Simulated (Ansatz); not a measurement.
**Rhodium, fcc under LDA: testing the k-point mesh**

How fine must the k-point mesh be for energy and pressure to settle? The geometry was relaxed under LDA beforehand and stays fixed; 8 values are run, from 2×2×2 to 21×21×21. Wanted are the values from which on the energy stays within 10 and 1 meV/atom, and the pressure within 0.5 GPa, of the last run. Within the series other settings stay, but some runs also write fields, which adds to their time. Spin polarisation is left out.

Method: DFT LDA, plane waves with PAW, scalar-relativistic, in Ansatz 0.2.0.

### Step 1. The starting structure

It takes space group Fm-3m (No. 225, cubic). The conventional cell has a = 3.755 Å, b = 3.755 Å, c = 3.755 Å, α = 90.00°, β = 90.00°, γ = 90.00°. Around Rh (site symmetry m-3m) lie 12 Rh at 2.66 Å.

Coordinates:

```xyz
1
Lattice="0.0000 1.8776 1.8776 1.8776 0.0000 1.8776 1.8776 1.8776 0.0000" Properties=species:S:1:pos:R:3 pbc="T T T"
Rh    0.0000    0.0000    0.0000
```

### Step 2. k-mesh 2×2×2

The run at 2×2×2.

The input, input.yaml:

```yaml
crystal:
  lattice:
    - [0.0, 1.8776226225, 1.8776226225]
    - [1.8776226225, 0.0, 1.8776226225]
    - [1.8776226225, 1.8776226225, 0.0]
  atoms:
    - { symbol: Rh, position: [0.0, 0.0, 0.0] }
hamiltonian:
  xc: lda
  pseudopotentials:
    kind: paw
    azcp:
      Rh: "pseudopotentials/Rh.paw.azcp"
basis:
  ecutwfc: 420
  fft_grid_basis: typed
kpoints:
  mp_grid: { grid: [2, 2, 2], shift: [0, 0, 0] }
magnetization:
  spin_polarized: false
scf:
  occupations: { method: fermi_dirac, width: 0.1 }
  lower_state_search: "off"
output:
  stress: true
```

Command:

```sh
$ ansatz run input.yaml --threads 2 --pin off --max-ram 5120MiB --backend cpu --events-out ev --progress --plain --runs-dir out
```

### Step 3. k-mesh 4×4×4

The run at 4×4×4.

input.yaml, as its differences from that of step 2:

```diff
@@ -17,3 +17,3 @@
 kpoints:
-  mp_grid: { grid: [2, 2, 2], shift: [0, 0, 0] }
+  mp_grid: { grid: [4, 4, 4], shift: [0, 0, 0] }
 magnetization:
```

### Step 4. k-mesh 5×5×5

The run at 5×5×5.

input.yaml, as its differences from that of step 3:

```diff
@@ -17,3 +17,3 @@
 kpoints:
-  mp_grid: { grid: [4, 4, 4], shift: [0, 0, 0] }
+  mp_grid: { grid: [5, 5, 5], shift: [0, 0, 0] }
 magnetization:
```

### Step 5. k-mesh 7×7×7

The run at 7×7×7.

input.yaml, as its differences from that of step 4:

```diff
@@ -17,3 +17,3 @@
 kpoints:
-  mp_grid: { grid: [5, 5, 5], shift: [0, 0, 0] }
+  mp_grid: { grid: [7, 7, 7], shift: [0, 0, 0] }
 magnetization:
@@ -25 +25,5 @@
   stress: true
+  write_density: true
+  write_potential: true
+  elf: true
+  volumetric_format: npy
```

### Step 6. k-mesh 9×9×9

The run at 9×9×9.

input.yaml, as its differences from that of step 5:

```diff
@@ -17,3 +17,3 @@
 kpoints:
-  mp_grid: { grid: [7, 7, 7], shift: [0, 0, 0] }
+  mp_grid: { grid: [9, 9, 9], shift: [0, 0, 0] }
 magnetization:
@@ -25,5 +25 @@
   stress: true
-  write_density: true
-  write_potential: true
-  elf: true
-  volumetric_format: npy
```

### Step 7. k-mesh 12×12×12

The run at 12×12×12.

input.yaml, as its differences from that of step 6:

```diff
@@ -17,3 +17,3 @@
 kpoints:
-  mp_grid: { grid: [9, 9, 9], shift: [0, 0, 0] }
+  mp_grid: { grid: [12, 12, 12], shift: [0, 0, 0] }
 magnetization:
@@ -25 +25,5 @@
   stress: true
+  write_density: true
+  write_potential: true
+  elf: true
+  volumetric_format: npy
```

### Step 8. k-mesh 15×15×15

The run at 15×15×15.

input.yaml, as its differences from that of step 7:

```diff
@@ -17,3 +17,3 @@
 kpoints:
-  mp_grid: { grid: [12, 12, 12], shift: [0, 0, 0] }
+  mp_grid: { grid: [15, 15, 15], shift: [0, 0, 0] }
 magnetization:
@@ -25,5 +25 @@
   stress: true
-  write_density: true
-  write_potential: true
-  elf: true
-  volumetric_format: npy
```

### Step 9. k-mesh 21×21×21

The run at 21×21×21.

input.yaml, as its differences from that of step 8:

```diff
@@ -17,3 +17,3 @@
 kpoints:
-  mp_grid: { grid: [15, 15, 15], shift: [0, 0, 0] }
+  mp_grid: { grid: [21, 21, 21], shift: [0, 0, 0] }
 magnetization:
@@ -25 +25,5 @@
   stress: true
+  write_density: true
+  write_potential: true
+  elf: true
+  volumetric_format: npy
```

(Steps that only read results are left out.)

What does the calculation give? Wanted: pressure at 21×21×21.

**Answer**, as computed:

| quantity | value |
| --- | --- |
| E(σ → 0) stays within 10 meV/atom of 21×21×21 | from 9×9×9 on |
| E(σ → 0) stays within 1 meV/atom | from 15×15×15 on |
| pressure stays within 0.5 GPa | from 9×9×9 on |
| pressure at 21×21×21 | -0.04 GPa |
| CPU time, dearest over cheapest | 10 |
| energy of a separate run on a finer mesh (24×24×24) | 0.0 meV/atom from 21×21×21 |

In words: The far end, 2×2×2, lies +3965 meV/atom and +62.5 GPa from the yardstick. The error changes sign along the series: k-point sums are not variational. 1 meV/atom needs 15×15×15. A Fermi surface needs many points. A run on a finer mesh agrees with the yardstick to 1 meV/atom. The cell taken over is 4 % smaller than the measured one (13.75 Å³/atom, COD).
